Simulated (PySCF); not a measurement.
# The electron affinity along the second row

All values are computed (PySCF 2.14, energy differences of UHF-based or UKS calculations, no spin-orbit coupling). Values in eV. The last column holds reference values (measured affinities from photodetachment; the arrow runs from anion to atom). Unmarked ones compare directly (S terms, centres of terms, or small fine structure); those marked * lie between the lowest fine-structure levels and include a spin-orbit shift.

| element | configurations | UHF | MP2 (valence) | SCS-MP2 (valence) | MP2 (valence and next inner shell) | CCSD(T) (valence) | CCSD (valence and next inner shell) | reference |
| --- | --- | --- | --- | --- | --- | --- | --- | --- |
| Li (dyall-acv3z, spin-free X2C) | [He] 2s2 → [He] 2s1 | -0.123 | 0.332 | 0.423 | 0.335 | 0.615 | 0.606 | 0.618 |
| B (dyall-acv3z, spin-free X2C) | [He] 2s2 2p2 → [He] 2s2 2p1 | -0.306 | 0.208 | 0.058 | 0.206 | 0.235 | 0.171 | 0.280 |
| C (dyall-acv3z, spin-free X2C) | [He] 2s2 2p3 → [He] 2s2 2p2 | 0.449 | 1.262 | 0.970 | 1.264 | 1.219 | 1.149 | 1.262 |
| O (dyall-acv3z, spin-free X2C) | [He] 2s2 2p5 → [He] 2s2 2p4 | -0.582 | 1.415 | 1.381 | 1.418 | 1.332 | 1.178 | 1.461 |
| F (dyall-acv3z, spin-free X2C) | [Ne] → [He] 2s2 2p5 | 1.166 | 3.628 | 3.442 | 3.633 | 3.299 | 3.134 | 3.401 |

```json
{"method": "UHF", "elements": "5", "mean error (eV)": "-1.284", "mean absolute error (eV)": "1.284", "largest error (eV)": "-2.235"}
{"method": "MP2 (valence)", "elements": "5", "mean error (eV)": "-0.036", "mean absolute error (eV)": "0.126", "largest error (eV)": "-0.286"}
{"method": "SCS-MP2 (valence)", "elements": "5", "mean error (eV)": "-0.150", "mean absolute error (eV)": "0.166", "largest error (eV)": "-0.292"}
{"method": "MP2 (valence and next inner shell)", "elements": "5", "mean error (eV)": "-0.033", "mean absolute error (eV)": "0.127", "largest error (eV)": "-0.283"}
{"method": "CCSD(T) (valence)", "elements": "5", "mean error (eV)": "-0.065", "mean absolute error (eV)": "0.065", "largest error (eV)": "-0.130"}
{"method": "CCSD (valence and next inner shell)", "elements": "5", "mean error (eV)": "-0.157", "mean absolute error (eV)": "0.157", "largest error (eV)": "-0.283"}
```

Errors include the incompleteness of the basis and the frozen core.

"Valence" correlates the outer s and p shells and, in groups 3 to 12 and the f block, the outer d or f shell, open or full, or the next shell where the ion has no valence electron left; the wider scheme adds the next inner shell.
